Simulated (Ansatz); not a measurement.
# H3SO2+ (SMILES OS[OH2+]): one structure at several levels

One table from this session's results is given with a row withheld; the runs are named, their logs left out.

Computed with Ansatz 0.2.0, Gaussian basis. Level: single points in def2-TZVPP.

Correlated methods freeze the cores. B3LYP uses VWN-RPA correlation.

### The system as given

6 atoms, charge 1, spin multiplicity 1.

Atoms are counted from 1 here; the program's logs count them from 0.

Bond lengths: O1–S2 1.601 Å, O1–H4 0.997 Å, S2–O3 1.868 Å, O3–H5 0.997 Å, O3–H6 1.016 Å. Angles: S2–O1–H4 119.2°, O1–S2–O3 102.5°, S2–O3–H5 115.0°, S2–O3–H6 123.6°, H5–O3–H6 109.9°.

Geometry (Å):

```xyz
6
H3O2S
O    -1.1468   -1.0573    0.1103
S    -0.9848    0.4175   -0.4918
O     0.7351    0.8929    0.0610
H    -0.9084   -1.8428   -0.4559
H     0.8439    1.0071    1.0452
H     1.5830    0.4991   -0.3369
```

The first run:

The input, run/in.yaml:

```yaml
crystal:
  periodic: [false, false, false]
  atoms:
    - {symbol: O, position_ang: [-1.146800, -1.057300, 0.110300]}
    - {symbol: S, position_ang: [-0.984800, 0.417500, -0.491800]}
    - {symbol: O, position_ang: [0.735100, 0.892900, 0.061000]}
    - {symbol: H, position_ang: [-0.908400, -1.842800, -0.455900]}
    - {symbol: H, position_ang: [0.843900, 1.007100, 1.045200]}
    - {symbol: H, position_ang: [1.583000, 0.499100, -0.336900]}
basis:
  gaussian: {orbitals: def2-TZVPP}
total_charge: 1
correlation: {method: ccsd_t}
output: {forces: true}
```

The command line of these runs was not kept.

Steps of the session up to this table: CCSD(T)/def2-TZVPP; PBE0-D4/def2-TZVPP; wB97M-V/def2-TZVPP; r2SCAN-D4/def2-TZVPP; PBE-D4/def2-TZVPP; revPBE-D4/def2-TZVPP; B3LYP-D4/def2-TZVPP.

One of the session's tables, all rows but one given; the rest of the session is left out.

```
   method  RMS force component (eV/Å)  angle to CCSD(T) forces (°)
  CCSD(T)                       0.760                    reference
  PBE0-D4                           ?                            ?
  wB97M-V                       0.782                          9.2
r2SCAN-D4                       0.715                          4.4
   PBE-D4                       0.544                         15.3
revPBE-D4                       0.561                         19.7
 B3LYP-D4                       0.712                          5.5
```

**Question.** Estimate the row for PBE0-D4.

The run gave: RMS force component (eV/Å): 0.800; angle to CCSD(T) forces (°): 11.3. In the column «RMS force component (eV/Å)» it is the highest.
